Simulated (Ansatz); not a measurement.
```yaml
crystal:
  periodic: [false, false, false]
  atoms:
    - {symbol: C, position_ang: [1.891330, 0.424247, 0.243966]}
    - {symbol: C, position_ang: [1.106501, -0.247797, 0.120463]}
    - {symbol: S, position_ang: [-0.689032, -1.268096, 0.650232]}
    - {symbol: S, position_ang: [-2.446044, -0.413503, -0.674657]}
    - {symbol: H, position_ang: [2.488057, 1.344912, -0.421559]}
    - {symbol: H, position_ang: [-2.632799, -0.103162, -0.174703]}
basis:
  gaussian: {orbitals: def2-mTZVP}
total_charge: 1
magnetization: {spin_polarized: true, initial_magnetization: 1}
hamiltonian: {xc: {name: HF}}
correlation: {method: mp2, frozen_orbitals: {C: 0}}
accuracy: high
scf: {lower_state_search: full}
output: {forces: true}
```

```sh
$ ansatz run in.yaml --threads 2 --pin off --events-out ev --progress --plain --max-ram 4352MiB
```

Problem. How does Ansatz answer? (Estimate.)

Solution. The calculation gave: The program refused the input.
```
Functional definition: HF
Error: "frozen_orbitals" has no count for S
```
